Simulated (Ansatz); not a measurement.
## PH⁻, doublet: the ladder up to full CI

Geometry: a PBE0/def2-TZVPD stationary point for this spin.

```yaml
atoms:
  - { symbol: P, position_ang: [0.0000, 0.0000, 0.0000] }
  - { symbol: H, position_ang: [0.0000, 0.0000, 1.4426] }
```

Basis 6-31++G** (Cartesian d functions); Ansatz 0.2.0. Correlated methods freeze the noble-gas cores, which leaves 7 electrons in 24 orbitals. Prefix R: restricted or restricted open-shell reference; prefix U: unrestricted. Active spaces: valence = (7e, 5o) chosen from the atoms' valence shells.

Full CI is exact within this basis and frozen core; it isn't the basis-set limit. The frozen core follows each run's orbitals, which can shift R against U totals by a few meV.

For open shells CISD and CISDTQ are restricted-active-space CI with the open shells as a complete middle space.

* UHF ⟨S²⟩: 0.763
* T1 diagnostic (RCCSD): 0.0203
* largest doubles amplitude (RCCSD): 0.075
* T1 diagnostic (UCCSD): 0.0153

| level | E − E(RHF) (eV) |
| --- | --- |
| UHF | -0.0828 |
| RMP2 | -2.6861 |
| UMP2 | -2.6840 |
| RCCSD | -3.2328 |
| UCCSD | -3.2346 |
| RCCSD(T) | -3.3205 |
| UCCSD(T) | -3.3203 |

(1) Estimate how far full CI in 6-31++G** lies from RCCSD(T). The table doesn't fix it; the size of (T) and the diagnostics are the guide.

(1) Full CI in 6-31++G** lies 22 meV below RCCSD(T), which is 25 % of the (T) step (-88 meV). The diagnostics give no warning, yet the rest is a sizeable part of (T).

The other levels:

```json
{"level": "CISD", "E − E(full CI) (meV)": "238", "share of correlation (%)": "92.89", "wall time": "0.69 s"}
{"level": "BCCD(T)", "E − E(full CI) (meV)": "22", "share of correlation (%)": "99.34", "wall time": "0.75 s"}
{"level": "RCCSDT", "E − E(full CI) (meV)": "4", "share of correlation (%)": "99.89", "wall time": "–"}
{"level": "UCCSDT", "E − E(full CI) (meV)": "4", "share of correlation (%)": "99.89", "wall time": "–"}
{"level": "CISDTQ", "E − E(full CI) (meV)": "7", "share of correlation (%)": "99.80", "wall time": "14 s"}
{"level": "RCCSDT(Q)", "E − E(full CI) (meV)": "1", "share of correlation (%)": "99.98", "wall time": "3.9 s"}
{"level": "UCCSDT(Q)", "E − E(full CI) (meV)": "0", "share of correlation (%)": "100.00", "wall time": "4.9 s"}
{"level": "CASSCF (valence space)", "E − E(full CI) (meV)": "2887", "share of correlation (%)": "13.62", "wall time": "–"}
{"level": "NEVPT2 (valence space)", "E − E(full CI) (meV)": "791", "share of correlation (%)": "76.33", "wall time": "0.3 s"}
{"level": "MRCISD (valence space)", "E − E(full CI) (meV)": "192", "share of correlation (%)": "94.24", "wall time": "–"}
{"level": "MRCISD+Q (valence space)", "E − E(full CI) (meV)": "26", "share of correlation (%)": "99.22", "wall time": "0.57 s"}
```

The correlation energy at full CI, counted from RHF, is -3.342 eV. That run took 98 s on 1 thread of Arm Neoverse V1, shared host over 5,376,630 determinants.

Times hold each run's SCF and search for its determinant on a shared host, so for small cases they say little of a method's own cost; they ran on 1 thread of Arm Neoverse V1. Some runs computed forces too.

The full-CI state has the irrep B2 of C2v, in the program's axes (one component, if the state is degenerate).

Natural occupations of full CI about the gap: 1.963 1.944 1.938 0.989 0.039 0.039 0.015 0.014 0.012 0.009; effectively unpaired electrons, Σ n²(2−n)², 1.05.
